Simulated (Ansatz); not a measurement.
**CH3AlN radical (SMILES [CH]1[NH][AlH]1): one structure at several levels**

One table from this session's results is given with a row withheld; the runs are named, their logs left out.

Method: single points in def2-TZVPP; program: Ansatz 0.2.0, Gaussian basis.

Correlated methods freeze the cores. Orbitals are unrestricted.

**The starting structure**

SMILES `[CH]1[NH][AlH]1`, 6 atoms, charge 0, spin multiplicity 2.

Atoms are counted from 1 here; the program's logs count them from 0.

Bond lengths: C1–N2 1.300 Å, C1–Al3 2.210 Å, C1–H4 1.124 Å, N2–Al3 2.207 Å, N2–H5 1.075 Å, Al3–H6 1.653 Å. Angles: N2–C1–Al3 72.8°, N2–C1–H4 120.0°, Al3–C1–H4 154.7°, C1–N2–Al3 73.0°, C1–N2–H5 128.3°, Al3–N2–H5 149.4°, C1–Al3–N2 34.2°, C1–Al3–H6 108.4°, N2–Al3–H6 102.7°.

As a file:

```
C    -0.4155   -0.8762   -0.2944
N     0.2626    0.1441   -0.7305
Al    0.6573   -0.0144    1.4354
H    -1.3248   -1.2277   -0.8537
H     0.0662    0.7546   -1.5933
H    -0.2610    1.2083    2.0629
```

The first run:

Input file run/in.yaml:

```yaml
crystal:
  periodic: [false, false, false]
  atoms:
    - {symbol: C, position_ang: [-0.415492, -0.876153, -0.294388]}
    - {symbol: N, position_ang: [0.262642, 0.144089, -0.730510]}
    - {symbol: Al, position_ang: [0.657276, -0.014364, 1.435364]}
    - {symbol: H, position_ang: [-1.324776, -1.227732, -0.853712]}
    - {symbol: H, position_ang: [0.066172, 0.754611, -1.593316]}
    - {symbol: H, position_ang: [-0.261017, 1.208305, 2.062887]}
basis:
  gaussian: {orbitals: def2-TZVPP}
magnetization: {spin_polarized: true, initial_magnetization: 1}
hamiltonian: {xc: pbe, dispersion: d4}
output: {forces: true}
```

The run is started by

```bash
> ansatz run in.yaml --threads 2 --pin off --events-out ev --progress --plain --max-ram 3481MiB
```

Steps of the session up to this table: PBE-D4/def2-TZVPP; r2SCAN-D4/def2-TZVPP; PBE0-D4/def2-TZVPP; wB97M-V/def2-TZVPP; CCSD(T)/def2-TZVPP.

One table of the session follows, with a row left open; its other results are not shown here.

```
   method  RMS force component (eV/Å)  angle to CCSD(T) forces (°)  dipole (D)
   PBE-D4                       0.753                         16.1        1.55
r2SCAN-D4                       0.881                         19.4        1.50
  PBE0-D4                       0.925                         22.0        1.40
  wB97M-V                           ?                            ?           ?
  CCSD(T)                       0.895                    reference        1.41
```

**Question.** Estimate the row for wB97M-V.

**Answer.** RMS force component (eV/Å): 0.904; angle to CCSD(T) forces (°): 16.7; dipole (D): 1.18. In the column «RMS force component (eV/Å)» it lies between CCSD(T) (0.895) and PBE0-D4 (0.925).

To keep in mind: CCSD(T) in triple zeta still lacks some correlation energy of the bonds, so part of these gaps is its own basis error and they don't rank the functionals.
